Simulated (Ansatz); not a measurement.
Ansatz (a program for electronic structure) input (CCSD(T)/cc-pVDZ):

Ansatz 0.2 input:
```yaml
crystal:
  periodic: [false, false, false]
  atoms:
    - {symbol: N, position_ang: [-0.00063421, 0.00096609, 0.34015201]}
    - {symbol: C, position_ang: [-0.00079430, 1.43277720, -0.10735190]}
    - {symbol: C, position_ang: [1.24176433, -0.71596738, -0.09893236]}
    - {symbol: C, position_ang: [-1.24039234, -0.71768981, -0.10355541]}
    - {symbol: H, position_ang: [0.00121791, 1.45064790, -1.19438303]}
    - {symbol: H, position_ang: [0.89006992, 1.92223033, 0.27736210]}
    - {symbol: H, position_ang: [-0.89376383, 1.92099248, 0.27403969]}
    - {symbol: H, position_ang: [1.26194830, -0.72952092, -1.18584036]}
    - {symbol: H, position_ang: [1.21818719, -1.73118392, 0.28835021]}
    - {symbol: H, position_ang: [2.10904024, -0.18572320, 0.28562181]}
    - {symbol: H, position_ang: [-1.25650860, -0.73126855, -1.19053101]}
    - {symbol: H, position_ang: [-2.10982976, -0.18865079, 0.27776411]}
    - {symbol: H, position_ang: [-1.21684906, -1.73287366, 0.28381492]}
    - {symbol: H, position_ang: [-0.00253901, 0.00386768, 1.36177551]}
basis:
  gaussian:
    orbitals: cc-pVDZ
total_charge: 1
magnetization: {spin_polarized: false}
correlation: {method: ccsd_t, electrons: outside_noble_gas}
```

Output:

```
Functional definition: HF
integrals: 0.14 GiB planned
955 factors; integrals over basis functions are off by at most 1.3e-3 eV
mean field: 0.31 GiB planned
mean field evaluation 1: about -4722.1836 eV, gradient 3.5e1 eV
mean field evaluation 2: about -4722.3898 eV, gradient 3.5e1 eV
mean field evaluation 4: about -4725.6546 eV, gradient 3.6e0 eV
mean field evaluation 8: about -4725.6911 eV, gradient 6.4e-5 eV
mean field evaluation 16: about -4725.4924 eV, gradient 1.4e-1 eV
mean field -4725.69106496 eV, -173.6659434490 hartree, gradient 1.9e-6 eV, S^2 0.000000; 0 other end points of the search recorded, 0 dependent functions left out
4 core orbitals not correlated
reference -4725.69106496 eV, -173.6659434490 hartree; 13, 13 occupied and 89, 89 virtual orbitals, 955 factors
second order -16.51664614 eV of doubles, -0.00000000 eV of singles
coupled cluster: 0.41 GiB planned
cycle   1  -17.60055792 eV  change    -1.1e0 eV  update   7.8e-2
cycle   2  -18.09111681 eV  change   -4.9e-1 eV  update   2.3e-2
cycle   3  -18.14424817 eV  change   -5.3e-2 eV  update   6.9e-3
cycle   4  -18.14641557 eV  change   -2.2e-3 eV  update   1.8e-3
cycle   5  -18.14750606 eV  change   -1.1e-3 eV  update   4.4e-4
cycle   6  -18.14753634 eV  change   -3.0e-5 eV  update   1.1e-4
cycle   7  -18.14753802 eV  change   -1.7e-6 eV  update   2.5e-5
perturbative correction -0.49293937 eV, -0.0181151878 hartree
Total energy: -4744.33154236 eV, -174.3509683582 hartree
```

It need not be the lowest isomer of its formula.
